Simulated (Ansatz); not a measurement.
Process, species as SMILES: O=C (CH2-O) → [CH-]=O + H+
B3LYP-D3(BJ)/def2-TZVP geometries, fixed; electronic energies without zero-point terms.
Largest species:
```
C
O 1 1.1989
H 1 1.1075 2 122.05
H 1 1.1075 3 115.91 2 180.00
```

Effect of the final integration grid (spheres per factor e of radius in core and valence, angular degree) at PBE/def2-TZVPP with Ansatz (a first-principles code), against the last row, where the deprotonation energy is 405.08 kcal/mol. The default's grid is 13, 11, 36.

```csv
setting,largest shift of a total energy (mEh),shift of the deprotonation energy (kcal/mol)
accuracy: medium (default),0.000,0.000
"final_grid: 4, 3, 11",1.424,-0.698
"final_grid: 6, 5, 17",0.072,-0.055
"final_grid: 8, 7, 23",0.005,-0.001
"final_grid: 10, 9, 29",-0.002,-0.002
"final_grid: 18, 15, 47",0.000,0.000
"final_grid: 26, 22, 59",0.000,0.000
```

Within 0.02 kcal/mol in the deprotonation energy: accuracy: medium (default); final_grid: 8, 7, 23; final_grid: 10, 9, 29; final_grid: 18, 15, 47. The largest shift is 1.424 mEh in a total energy and 0.698 kcal/mol in the difference.
